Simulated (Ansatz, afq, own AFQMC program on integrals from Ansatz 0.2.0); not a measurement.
Two steps: Ansatz 0.2.0 writes the Fock matrix and Cholesky factors of the valence space, and afq projects on them the lowest state that overlaps trial and start.

```yaml
crystal:
  periodic: [false, false, false]
  atoms:
    - {symbol: Ta, position_ang: [0.000000, 0.000000, 0.000000]}
basis:
  gaussian: {orbitals: def2-SVP}
total_charge: 1
magnetization: {spin_polarized: false, initial_magnetization: 2}
correlation: {method: ccsd_t, electrons: outside_noble_gas, hamiltonian_folder: ham}
```

```sh
$ ansatz run in.yaml --threads 1 --pin off --events-out ev --progress --plain --max-ram 16896MiB --backend cuda --devices 0, --max-vram 18GiB
```

Options of the walk:

```
--method phaseless --trial cisd --walkers 4000 --populations 20 --least-time 60 --time-step 0.005 --steps-per-block 50 --equilibration-blocks 40 --max-blocks 4000 --target-error 0.00012 --factor-cut 1e-05 --start spin_pure --seed 9001 --release-times 0.24,0.6,1.2,2,3,4.2 --release-step 0.04 --release-every 3 --taylor-order 6
```

Times are imaginary, in 1/Eh. The walk had a cap of 171 s. With eight or more populations the least sampling time is a fifth of least-time, and the error comes from their spread. Core potentials past Kr, no spin–orbit coupling.

afq prints:

```
orbitals 28  electrons 3 1  factors 199 of 199
reference energy -56.01553761 Eh
CCSD correlation -0.04947109 Eh in 13 cycles, weight of the determinant in the CISD state 0.9096
energy of the start -56.065010 Eh
 block  time / (1/Eh)  mean weight  energy / Eh
     1     0.250  0.9999  -56.065037
     2     0.500  0.9999  -56.065176
     3     0.750  1.0000  -56.065357
     4     1.000  1.0000  -56.065512
     5     1.250  1.0001  -56.065657
     8     2.000  0.9999  -56.066092
    11     2.750  1.0000  -56.066276
    15     3.750  0.9999  -56.066537
    17     4.250  1.0000  -56.066669
    23     5.750  0.9999  -56.066987
    29     7.250  0.9999  -56.067279
    35     8.750  1.0001  -56.067381
    41    10.250  0.9999  -56.067265
    47    11.750  1.0002  -56.067483
    53    13.250  1.0001  -56.067544
    59    14.750  1.0002  -56.067449
    61    15.250  0.9997  -56.067859
    65    16.250  0.9999  -56.067832
    71    17.750  1.0002  -56.067627
    77    19.250  1.0001  -56.067449
    83    20.750  0.9999  -56.067517
    89    22.250  1.0004  -56.067776
error from the spread of 20 populations
released: time / (1/Eh)  energy / Eh  error  mean overlap
  0.24  -56.067725  0.000085  1.0005
  0.60  -56.067804  0.000092  1.0003
  1.20  -56.068062  0.000079  0.9981
  2.00  -56.068028  0.000095  0.9949
  3.00  -56.068144  0.000130  0.9968
  4.20  -56.068298  0.000185  0.9961
energy -56.067585 +/- 0.000081 Eh
(rows thinned)
```

The run passed its tests (sampling time, drift between the halves within three errors, error under three times the target), which doesn't prove that it has relaxed.

Against this walk (error 2.2 meV) on the same determinant: CCSD(T) 12.8 meV higher, CCSDT(Q) 44.9 meV lower, full CI for this spin (own frozen core, lowest symmetry allowed) 48.2 meV lower. The error is statistical and leaves out the bias of the constraint. None of these is a sure reference here. Released to 4.20 1/Eh the energy lies 19 ± 5 meV (both errors) below the phaseless value, which shows part or all of the bias of the constraint, and CCSDT(Q) lies 25.5 meV below the released value.

Cautions: constraint bias not in the error; no spin-orbit coupling; outer-core shells of the metal frozen; a spin-contaminated unrestricted determinant lies lower (UHF 623 meV lower, ⟨S²⟩ 2.92); released walk and highest rung disagree (by 25 meV at 4.20 1/Eh); CCSDT(Q) on the UHF determinant differs (577 meV lower), perhaps since the unrestricted series falls towards higher spin; a state of higher spin lies lower (by 648 meV).

The walk took 19 s on 1 × NVIDIA H100 80GB HBM3 with 2 threads of AMD EPYC 7R13 Processor (Zen 3), with other jobs on the host (the card was shared). The log's last line is the phaseless energy.

CCSDT and higher add their correlation energy to the determinant of the CCSD(T) run, since their own runs factorise the integrals more tightly (a shift of under 2 meV). A walk keeps the symmetry of its determinant, which the program's search chose and which needn't be the lowest solution, so a lower state of the same spin and another symmetry isn't excluded.
